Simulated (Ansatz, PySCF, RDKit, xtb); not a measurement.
# CH2NaSi: a search for the lowest isomer

Given the formula CH2NaSi (odd number of electrons) and nothing else, which arrangement of the atoms is the most stable in the gas at 298.15 K, and what are its properties?

Plan: many cheap relaxations first (GFN2-xTB), then density-functional screening, relaxation at B3LYP/6-31G*, vibrations and a final energy. The numbers are computed, not measured.

6 further runs of the same task are left out: 6 set aside as unsound or not needed.

### 1 Candidates

All bonding patterns within simple valence rules are listed by program: one Lewis structure each, at most two rings and one unusual centre or charged pair. O–O, O–halogen and N–halogen bonds and N–N–N chains are not drawn. That gives 6 candidates.

| label | SMILES | spin |
| --- | --- | --- |
| c004 | C=[Si][Na] | doublet |
| c317 | [CH]=[Si+][NaH-] | doublet |
| c700 | [Na][C]=[SiH2] | doublet |
| c735 | [Na][CH]=[SiH] | doublet |
| c818 | [CH]=[SiH][Na] | doublet |
| c884 | [CH]1[Na-][SiH+]1 | doublet |

Candidates are built by distance geometry, with a force field where one applies, in up to four conformers (letters a to d). 6 starts with atoms placed at random are added, to find patterns that the rules miss.

**Question.** With final energies at CCSD(T)/def2-TZVP, which structure will this search put lowest in free energy, and by what margin?

| quantity | value |
| --- | --- |
| lowest structure found | C=[Si][Na], doublet, Cs |
| next finalist | [H]1[Na][CH][Si]1 ‡, doublet, 12.7 kcal/mol higher in G |
| share at equilibrium, among the finalists | 100.0 % |
| harmonic wavenumbers, lowest and highest (B3LYP/6-31G*) | 88 and 3173 cm⁻¹ |
| rotational constants, same geometry | 1.04, 0.09982, 0.09108 cm⁻¹ |
| dipole moment (PBE0/def2-TZVPD) | 7.40 D |
| HOMO energy (highest over α and β) (PBE0/def2-TZVPD) | -4.21 eV |
| LUMO energy (lowest over α and β) (PBE0/def2-TZVPD) | -1.85 eV |
| lowest excitation (TD-PBE0/def2-SVPD) | 1.67 eV (f = 0.201) |
| vertical ionisation energy (to the singlet cation) | 6.00 eV |
| vertical electron affinity | 0.72 eV |
| vertical quartet less doublet | +2.14 eV |

The lowest structure found is `C=[Si][Na]`. Among the finalists first place is clear (12.7 kcal/mol); structures outside the list aren't covered. B3LYP/6-31G*, HF/def2-TZVP and MP2/def2-TZVP already put its bonding pattern lowest among the structures in one piece. A large T1 diagnostic among the finalists warns that one reference determinant may not suffice. It concerns: the winner; the finalist [H]1[Na][CH][Si]1 ‡ (doublet); the finalist [CH]1[Na][SiH]1 ‡ (doublet). The stability test raises a flag; for an open shell a flag towards a general spinor solution can be the free rotation of the spin. Lowest found is not proven lowest: the search is finite, and each finalist counts with one conformer.

‡ marks the bonded skeleton alone, with all bonds drawn single: no Lewis structure was assigned that passes a check against the bond lengths.
